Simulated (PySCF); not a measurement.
Work out the structure from these simulated measurements.

Elements present: C, H and S. Monoisotopic mass: 98.0190 u.

* 1H NMR: chemical shifts (computed TMS as zero) by class: 7.02 (1 H), 6.95 (1 H), 6.88 (1 H), 2.66 (3 H) ppm [GIAO PBE0/pcSseg-1]
* NMR, other nuclei: isotropic shieldings of nuclei other than C and H, by class: 273 (1 S) ppm [GIAO PBE0/pcSseg-1]
* 13C NMR: chemical shifts (computed TMS as zero) by class: 151.1 (1 C), 132.9 (1 C), 130.5 (1 C), 129.3 (1 C), 18.4 (1 C) ppm [GIAO PBE0/pcSseg-1]
* Rotational structure: rotational constants A, B, C: 5.280, 3.166, 2.004 GHz [GFN2-xTB]
* Dipole: 0.70 D [PBE0/pcSseg-1]

Gas-phase values; electronic properties from PySCF, density fitting. Levels stand in brackets. Geometry: GFN2-xTB; no solvent, vibrations or thermal averaging. NMR values are class means; diastereotopic atoms form classes of their own.

Task: Which formula fits the mass and the elements?

Result: C5H6S (calculated 98.0190). No other formula that holds each of these elements comes within 0.0003 u with a fitting electron parity and a possible valence count.

Task: What is the compound? Reason from the data.

Result: Numbering: `[CH3:1][c:2]1[cH:3][cH:4][cH:5][s:6]1`. Its formula, C5H6S, gives 3 degrees of unsaturation: 1 ring and 2 π bonds in the structure found (Kekulé form). 5 carbons fall into 5 classes; from least to most shielded: substituted aromatic carbon [C2] (151.1 ppm), aromatic CH next to a ring sulfur [C5] (132.9 ppm), aromatic CH carbon [C4] (130.5 ppm), aromatic CH carbon [C3] (129.3 ppm), benzylic-type carbon [C1] (18.4 ppm). Hydrogen classes from least to most shielded: 1 H on an aromatic CH next to a ring sulfur, C5 (7.02 ppm), 1 H on an aromatic CH carbon, C4 (6.95 ppm), 1 H on an aromatic CH carbon, C3 (6.88 ppm), 3 H on a benzylic-type carbon, C1 (2.66 ppm). The other shieldings belong to: 273 ppm, thiophene-type sulfur [S6]. The optimised geometry has point group Cs and is an asymmetric top. Structure: `Cc1cccs1`. Computed isomers that give other values at the same levels: `Cc1ccsc1` (13C chemical shifts (computed TMS as zero) by class: 141.9 (1 C), 134.9 (1 C), 132.7 (1 C), 128.6 (1 C), 18.1 (1 C) ppm). The assignments are read from this structure; whether some other isomer fits the data as well wasn't checked.
